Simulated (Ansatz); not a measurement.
CH3O (SMILES [CH2]O) moved off its minimum; all values from Ansatz (a first-principles code), cores frozen in correlated methods. Open shells are unrestricted.
(charge 0, multiplicity 2)
```xyz
5

C     -0.72279     0.08684     0.19049
O      0.57749    -0.42616    -0.10666
H     -1.53159    -0.41868     0.06285
H     -0.54512     1.32696     0.08458
H      1.23069     0.38692     0.35102
```

| level | largest force (eV/Å) | on atom | rms difference from CCSD(T)/cc-pVTZ (eV/Å) | dipole (D) |
|---|---|---|---|---|
| HF/def2-TZVPP | 11.46 | C1 | 0.587 | 1.63 |
| PBE/def2-TZVPP | 10.88 | C1 | 0.179 | 1.32 |
| r2SCAN/def2-TZVPP | 10.97 | C1 | 0.049 | 1.37 |
| B3LYP/def2-TZVPP | 10.85 | C1 | 0.097 | 1.40 |
| wB97M-V/def2-TZVPP | 11.01 | C1 | 0.151 | 1.41 |
| MP2/cc-pVTZ | 11.28 | C1 | 0.116 | 1.44 |
| CCSD(T)/cc-pVTZ | 10.98 | C1 | 0.000 | 1.37 |

The differences count from one level among others, with limits of its own. Forces at CCSD(T)/cc-pVTZ (eV/Å):

```csv
atom,Fx,Fy,Fz
C1,8.107,7.400,0.398
O2,1.158,3.184,2.463
H3,-4.714,-3.313,-1.154
H4,-1.795,-3.446,0.447
H5,-2.757,-3.825,-2.155
```
